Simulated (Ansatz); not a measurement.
## [H···H···O], triplet: transfer scan

Starting geometry:

```
atom   x (Å)   y (Å)    z (Å)
   H  0.0000  0.0000  -0.9980
   H  0.0000  0.0000  -0.2530
   O  0.0000  0.0000   1.2510
```

From there H2 is moved from one fragment to the other while all else, the fragments' distance too, stays fixed, so the hump isn't the reaction's barrier; atoms are numbered as listed. Energies are in kcal/mol, counted from the starting geometry at the same level.

Basis 6-31G; Ansatz 0.2.0. Only valence electrons are correlated (noble-gas cores frozen). Prefix R: restricted or restricted open-shell reference; prefix U: unrestricted. Active spaces: valence = (8e, 6o) chosen from the atoms' valence shells.

For open shells CISD and CISDTQ are restricted-active-space CI with the open shells as a complete middle space. Runs in a small pair space aren't shown, since their orbitals change along the scan.

Full CI is exact within this basis and frozen core; it isn't the basis-set limit. The frozen core follows each run's orbitals, which can shift R against U totals by a few meV.

```csv
distance H1-H2 (Å),full CI,unpaired electrons (full CI),error RCCSD(T),error CISDTQ,error RCCSDT(Q),error UCCSDT(Q),error RCCSDTQ,error CASSCF (valence space)
0.693,0.0,2.01,0.0,0.0,0.0,0.0,0.0,-0.4
0.745,0.0,2.01,0.0,0.0,0.0,0.0,0.0,0.0
0.818,3.2,2.01,0.0,0.0,0.0,0.0,0.0,0.8
0.892,8.1,2.02,0.1,0.0,0.0,0.0,0.0,1.8
0.965,12.3,2.02,0.1,0.0,0.0,0.0,0.0,3.1
1.039,14.4,2.02,0.2,0.0,0.0,0.0,0.0,4.2
1.112,14.1,2.02,0.2,0.0,0.0,0.0,0.0,4.8
1.186,12.6,2.02,0.2,0.0,0.0,0.0,0.0,4.7
1.259,12.2,2.01,0.1,0.0,0.0,0.0,0.0,4.2
```

Unpaired electrons are Σ n²(2−n)² over natural occupations. Errors are those of relative energies. In total energy the starting point itself misses full CI by: RCCSD(T) 0.1, CISDTQ 0.0, RCCSDT(Q) 0.0, UCCSDT(Q) 0.0, RCCSDTQ 0.0, CASSCF (valence space) 43.8 kcal/mol.

Spread of the error over the points with a reference, to 1.259 Å (largest less smallest): RCCSDTQ 0.0, RCCSDT(Q) 0.0, UCCSDT(Q) 0.0, CISDTQ 0.0, RCCSD(T) 0.2, CASSCF (valence space) 5.2 kcal/mol.
